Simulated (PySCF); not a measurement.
Gas-phase reaction: H₃SiOH + 3 SiH₂ ⇌ i-Si₄H₁₀ + O

Energies from PySCF, thermal terms from the rigid-rotor harmonic-oscillator model, ideal gas at 1 bar. † marks an energy on the PBE0/def2-TZVP geometry and frequencies. MP2 freezes the core. Open shells (unrestricted): O (multiplicity 3); the rest are closed-shell singlets. Spin-orbit splitting is ignored; it lowers the true energy and changes the entropy of O. B3LYP is the form with VWN-RPA correlation. H₃SiOH: computed as isolated molecules; such fragments, hydroxides, amides, oligomers or adducts are transient or little studied in the gas. MP2 isn't extrapolated to the basis-set limit.

MP2/def2-SVP† gives ΔH°(298 K) = -175 kJ.

What do PBE/def2-TZVP†, B3LYP/def2-TZVP†, HF/def2-TZVP† give?

PBE/def2-TZVP†: -146 kJ; B3LYP/def2-TZVP†: -105 kJ; HF/def2-TZVP†: -273 kJ. For scale, ΔH°(298 K) is -175 kJ at this level, -116 kJ at ωB97M-V/def2-TZVP†, and runs from -302 to -61 kJ over the 17 levels computed.
